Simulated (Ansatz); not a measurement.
C3H5FO2 can be A, `COC1(F)CO1`, or B, `CC1(F)OCO1`.

Program: Ansatz. Geometries: PBE0-D4/def2-TZVP. ΔE: electronic, gas phase. CCSD(T)/CBS adds triple-zeta CCSD(T) − MP2 to the extrapolated MP2 energy (def2 sets, frozen cores). Functionals use def2-TZVPP. B3LYP here is the variant with VWN-RPA as its local correlation; programs differ in this. Each species was taken in one conformer, which may not be the lowest.

Which isomer does CCSD(T)/CBS put lower? Give the gap. (An estimate is asked.)

Computed: B, by 75.1 kJ/mol.

Give E(B) − E(A) in kJ/mol with PBE-D4, CCSD/def2-TZVPP, PBE0-D4, CCSD(T)/def2-TZVPP, ωB97M-V, r2SCAN-D4, B3LYP-D4. (Estimate.)

Computed: PBE-D4 -65.0, CCSD/def2-TZVPP -76.4, PBE0-D4 -71.9, CCSD(T)/def2-TZVPP -75.0, ωB97M-V -74.2, r2SCAN-D4 -68.1, B3LYP-D4 -66.6. None reverses the order clearly.

Largest T1 diagnostic: 0.012.

In def2-TZVPP, CCSD(T) changes the Hartree–Fock value by +5.8 kJ/mol (the triples alone add +1.4 kJ/mol) and MP2 by +8.2 kJ/mol. From PBE to PBE0 (25 % exact exchange), in def2-TZVPP and without D4, E(B) − E(A) moves by −7.0 kJ/mol.
